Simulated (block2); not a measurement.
# DMRG/STO-3G run of C2H3Al (ethynylalumane), part 1 of 2

Aim: the energy change on altering one bond length of C2H3Al (ethynylalumane) at DMRG/STO-3G, from 2 runs. 

Program for the calculation: block2 0.5.4.

4 further runs of the same task are left out: 2 that didn't finish, 2 set aside as unsound or not needed.

## 1. The molecule

C2H3Al: 6 atoms, total charge 0, spin state singlet. SMILES: `C#[C][AlH2]`. Geometry: relaxed at PBE0-D4/def2-TZVP.

Bond lengths: C1–C2 1.211 Å, C2–Al3 1.906 Å, C1–H4 1.067 Å, Al3–H5 1.580 Å, Al3–H6 1.580 Å. Angles: C1–C2–Al3 179.9°, C2–C1–H4 180.0°, C2–Al3–H5 118.8°, C2–Al3–H6 118.8°, H5–Al3–H6 122.4°.

## 2. The energy at DMRG/STO-3G

integrals.py

```python
from pyscf import ao2mo, cc, dft, gto, mcscf, mp, scf
from pyscf.tools import fcidump

mol = gto.M(atom=[
    ("C", (-0.792800, -1.637600, -0.298100)),
    ("C", (-0.266100, -0.564200, -0.106200)),
    ("Al", (0.564800, 1.124200, 0.195000)),
    ("H", (-1.257000, -2.583100, -0.467400)),
    ("H", (1.356700, 1.804700, -0.990500)),
    ("H", (0.436600, 1.792000, 1.621000)),
], basis="sto-3g", spin=0, verbose=3, max_memory=2000)
print("basis functions          = %d" % (mol.nao))
mf = scf.RHF(mol)
mf.conv_tol = 1e-10
mf.max_cycle = 200
mf.kernel()
if not mf.converged:
    mf = mf.newton().run(mf.mo_coeff, mf.mo_occ)
print(f"E(HF)                    = {mf.e_tot:.10f}")
ref = mf
pt = mp.MP2(ref, frozen=7).run()
mycc = cc.CCSD(ref, frozen=7)
mycc.max_cycle = 150
mycc.kernel()
print(f"E(MP2)                   = {pt.e_tot:.10f}")
if mycc.converged:
    print("E(CCSD)                  = %.10f" % (mycc.e_tot))
    print("E(CCSD(T))               = %.10f" % (mycc.e_tot + mycc.ccsd_t()))
    print("T1 diagnostic            = %.4f" % (mycc.get_t1_diagnostic()))
ks = dft.RKS(mol, xc="revpbe").set(conv_tol=1e-9, verbose=3).run()
if ks.converged:
    print(f"E(revPBE)                = {ks.e_tot:.8f}")
ks = dft.RKS(mol, xc="m062x").set(conv_tol=1e-9, verbose=3).run()
if ks.converged:
    print(f"E(M06-2X)                = {ks.e_tot:.8f}")
ks = dft.RKS(mol, xc="wb97x").set(conv_tol=1e-9, verbose=3).run()
if ks.converged:
    print("E(wB97X)                 = %.8f" % (ks.e_tot))
ks = dft.RKS(mol, xc="blyp").set(conv_tol=1e-9, verbose=3).run()
if ks.converged:
    print(f"E(BLYP)                  = {ks.e_tot:.8f}")
occ_no, mo = mcscf.addons.make_natural_orbitals(mp.MP2(mf, frozen=7).run())
mf.mo_coeff = mo
cas = mcscf.CASCI(mf, 15, 14)
h1, ecore = cas.get_h1eff()
fcidump.from_integrals("FCIDUMP", h1, cas.get_h2eff(), 15, 14, nuc=ecore, ms=0)
```

block.conf

```
sym c1
orbitals FCIDUMP
nelec 14
spin 0
irrep 1
occ 2 2 2 2 2 2 2 0 0 0 0 0 0 0 0
cbias 0.2
schedule
0 37 1E-09 1E-03
2 75 1E-09 1E-04
5 112 1E-09 1E-04
9 150 1E-09 1E-05
12 150 1E-10 0.0
end
maxiter 18
sweep_tol 1E-06
fiedler
mem 2g
num_thrds 1
prefix ./tmp
outputlevel 1
onepdm
```

The run is started by

```
$ python integrals.py && block2main block.conf
```

Standard output:

```text
$ python integrals.py
basis functions          = 22
converged SCF energy = -315.480704674997
E(HF)                    = -315.4807046750
E(RMP2) = -315.660494561016  E_corr = -0.179789886018646
E(SCS-RMP2) = -315.66558800999  E_corr = -0.184883334992123
E(CCSD) = -315.6858173618686  E_corr = -0.20511268687113
E(MP2)                   = -315.6604945610
E(CCSD)                  = -315.6858173619
CCSD(T) correction = -0.00165299420493959
E(CCSD(T))               = -315.6874703561
T1 diagnostic            = 0.0058
converged SCF energy = -316.421132903191
E(revPBE)                = -316.42113290
converged SCF energy = -316.496523308144
E(M06-2X)                = -316.49652331
converged SCF energy = -316.464279802044
E(wB97X)                 = -316.46427980
converged SCF energy = -316.421967163609
E(BLYP)                  = -316.42196716
E(RMP2) = -315.660494561016  E_corr = -0.179789886018646
E(SCS-RMP2) = -315.66558800999  E_corr = -0.184883334992123

$ block2main block.conf

********************************** INPUT START **********************************
sym                                                             c1
orbitals                                                   FCIDUMP
nelec                                                           14
spin                                                             0
irrep                                                            1
occ                                  2 2 2 2 2 2 2 0 0 0 0 0 0 0 0
cbias                                                          0.2
maxiter                                                         18
sweep_tol                                                    1E-06
fiedler
mem                                                             2g
num_thrds                                                        1
prefix                                                       ./tmp
outputlevel                                                      1
onepdm
schedule                  Sweep   0-   1 : Mmps =    37 Noise =     0.001 DavTol =     1e-09
                          Sweep   2-   4 : Mmps =    75 Noise =    0.0001 DavTol =     1e-09
                          Sweep   5-   8 : Mmps =   112 Noise =    0.0001 DavTol =     1e-09
                          Sweep   9-  11 : Mmps =   150 Noise =     1e-05 DavTol =     1e-09
                          Sweep  12-  17 : Mmps =   150 Noise =         0 DavTol =     1e-10
********************************** INPUT END   **********************************

SPIN ADAPTED - REAL DOMAIN - DOUBLE PREC
qc mpo type =  QCTypes.Conventional
 UseMainStack = 0 MinDiskUsage = 1 MinMemUsage = 0 IBuf = 0 OBuf = 0
 FPCompression: prec = 1.00e-16 chunk = 1024
 IMain = 0 B / 134 MB DMain = 0 B / 687 MB ISeco = 0 B / 57.2 MB DSeco = 0 B / 1.01 GB
 OpenMP = 1 TBB = 0 BLIS = 0 MKL = GNU 2024.0.2 SeqType = Tasked AlignType = None MKLIntLen = 4
 THREADING = 2 layers : Global | Operator BatchedGEMM
 NUMBER : Global = 1 Operator = 1 Quanta = 0 MKL = 1
 COMPLEX = 1 SINGLE-PREC = 1 KSYMM = 0
using fiedler reorder =  [14 12  2  9 10  1 11 13  3  0  4  6  8  7  5]
read integral finished 0.02205450600013137
integral sym error =            0
MinMPOMemUsage =  False
MPS =  CCRRRRRRRRRRRRR 0 2 < N=14 S=0 PG=0 >
GS INIT MPS BOND DIMS =       1     3    10    35    44    50    55    62    62    55    50    44    35    10     3     1
pre-mpo memory usage =  169 MB
build mpo start ...
build mpo finished ... Tread = 0.000 Twrite = 0.000 T = 0.024
simpl mpo start ...
simpl mpo finished ... Tread = 0.000 Twrite = 0.000 T = 0.085
GS MPO BOND DIMS =      20    27    38    53    72    95   122   122    95    72    53    38    27    20     1
build 1pdm mpo 0.17745551699772477
build identity mpo 0.17914102296344936
memory usage =  193 MB
para mpo finished 0.1800604428863153
env init finished 0.3403640399919823

Sweep =    0 | Direction =  forward | Bond dimension =   37 | Noise =  1.00e-03 | Dav threshold =  1.00e-09
Time elapsed =      1.477 | E =    -315.6335201339 | DW = 1.13413e-05

Sweep =    1 | Direction = backward | Bond dimension =   37 | Noise =  1.00e-03 | Dav threshold =  1.00e-09
Time elapsed =      2.013 | E =    -315.6807337204 | DE = -4.72e-02 | DW = 9.11064e-05

Sweep =    2 | Direction =  forward | Bond dimension =   75 | Noise =  1.00e-04 | Dav threshold =  1.00e-09
Time elapsed =      3.180 | E =    -315.6864355054 | DE = -5.70e-03 | DW = 7.26926e-06

Sweep =    3 | Direction = backward | Bond dimension =   75 | Noise =  1.00e-04 | Dav threshold =  1.00e-09
Time elapsed =      4.898 | E =    -315.6876175711 | DE = -1.18e-03 | DW = 3.95260e-05

Sweep =    4 | Direction =  forward | Bond dimension =   75 | Noise =  1.00e-04 | Dav threshold =  1.00e-09
Time elapsed =      6.404 | E =    -315.6879828136 | DE = -3.65e-04 | DW = 5.36635e-05

Sweep =    5 | Direction = backward | Bond dimension =  112 | Noise =  1.00e-04 | Dav threshold =  1.00e-09
Time elapsed =      8.623 | E =    -315.6887831295 | DE = -8.00e-04 | DW = 1.50955e-05

Sweep =    6 | Direction =  forward | Bond dimension =  112 | Noise =  1.00e-04 | Dav threshold =  1.00e-09
Time elapsed =     11.698 | E =    -315.6889003479 | DE = -1.17e-04 | DW = 2.19089e-05

Sweep =    7 | Direction = backward | Bond dimension =  112 | Noise =  1.00e-04 | Dav threshold =  1.00e-09
Time elapsed =     14.618 | E =    -315.6889680739 | DE = -6.77e-05 | DW = 2.53663e-05

Sweep =    8 | Direction =  forward | Bond dimension =  112 | Noise =  1.00e-04 | Dav threshold =  1.00e-09
Time elapsed =     17.772 | E =    -315.6889789340 | DE = -1.09e-05 | DW = 2.43287e-05

Sweep =    9 | Direction = backward | Bond dimension =  150 | Noise =  1.00e-05 | Dav threshold =  1.00e-09
Time elapsed =     21.812 | E =    -315.6891631878 | DE = -1.84e-04 | DW = 9.28030e-06

Sweep =   10 | Direction =  forward | Bond dimension =  150 | Noise =  1.00e-05 | Dav threshold =  1.00e-09
Time elapsed =     27.008 | E =    -315.6891965703 | DE = -3.34e-05 | DW = 1.29891e-05

Sweep =   11 | Direction = backward | Bond dimension =  150 | Noise =  1.00e-05 | Dav threshold =  1.00e-09
Time elapsed =     32.127 | E =    -315.6892379595 | DE = -4.14e-05 | DW = 1.42307e-05

Sweep =   12 | Direction =  forward | Bond dimension =  150 | Noise =  0.00e+00 | Dav threshold =  1.00e-10
Time elapsed =     37.786 | E =    -315.6892471328 | DE = -9.17e-06 | DW = 1.36452e-05

Sweep =   13 | Direction = backward | Bond dimension =  150 | Noise =  0.00e+00 | Dav threshold =  1.00e-10
Time elapsed =     43.062 | E =    -315.6892641884 | DE = -1.71e-05 | DW = 1.46050e-05

Sweep =   14 | Direction =  forward | Bond dimension =  150 | Noise =  0.00e+00 | Dav threshold =  1.00e-10
Time elapsed =     48.161 | E =    -315.6892653707 | DE = -1.18e-06 | DW = 1.45686e-05

Sweep =   15 | Direction = backward | Bond dimension =  150 | Noise =  0.00e+00 | Dav threshold =  1.00e-10
Time elapsed =     53.321 | E =    -315.6892702942 | DE = -4.92e-06 | DW = 1.52021e-05

Sweep =   16 | Direction =  forward | Bond dimension =  150 | Noise =  0.00e+00 | Dav threshold =  1.00e-10
Time elapsed =     58.563 | E =    -315.6892707042 | DE = -4.10e-07 | DW = 1.50129e-05

Final canonical form =  LLLLLLLLLLLLLLC 13
DMRG Energy = -315.689270704211822
npdm string = ['(C+D)0']

Build NPDM MPO | Nsites =    15 | Nmaxops =  2 | SymbolFree = T | Cutoff = 0.00e+00
 Site =     0 /    15 .. L =        4 R =        1 M =            0 Tmid = 0.000 T = 0.000
 Site =     1 /    15 .. L =        4 R =       29 M =           29 Tmid = 0.000 T = 0.000
 Site =     2 /    15 .. L =        4 R =       27 M =           27 Tmid = 0.000 T = 0.000
 Site =     3 /    15 .. L =        4 R =       25 M =           25 Tmid = 0.000 T = 0.000
 Site =     4 /    15 .. L =        4 R =       23 M =           23 Tmid = 0.000 T = 0.000
 Site =     5 /    15 .. L =        4 R =       21 M =           21 Tmid = 0.000 T = 0.000
 Site =     6 /    15 .. L =        4 R =       19 M =           19 Tmid = 0.000 T = 0.000
 Site =     7 /    15 .. L =        4 R =       17 M =           17 Tmid = 0.000 T = 0.000
 Site =     8 /    15 .. L =        4 R =       15 M =           15 Tmid = 0.000 T = 0.000
 Site =     9 /    15 .. L =        4 R =       13 M =           13 Tmid = 0.000 T = 0.000
 Site =    10 /    15 .. L =        4 R =       11 M =           11 Tmid = 0.000 T = 0.000
 Site =    11 /    15 .. L =        4 R =        9 M =            9 Tmid = 0.000 T = 0.000
 Site =    12 /    15 .. L =        4 R =        7 M =            7 Tmid = 0.000 T = 0.000
 Site =    13 /    15 .. L =        4 R =        5 M =            5 Tmid = 0.000 T = 0.000
 Site =    14 /    15 .. L =        1 R =        4 M =            4 Tmid = 0.000 T = 0.000
Ttotal =      0.000

Expectation | Direction = backward | BRA bond dimension =  150 | KET bond dimension =  150
Time elapsed =      0.161
NPDM Sorting | Nsites =    15 | Nmaxops =  2 | DotSite = 2 | SymbolFree = T | Compressed = T | LowMem = F | Mem = 1.76 KB
Ttotal =      0.000

DMRG OCC =   1.980 1.978 1.966 1.976 1.975 1.917 1.916 0.085 0.084 0.037 0.030 0.018 0.020 0.014 0.005
```

Run time: 69 s. Hardware: 1 thread of AMD EPYC 7R43 (Zen 3), shared host; peak memory 0.25 GiB.

(Continued in part 2 of 2.)
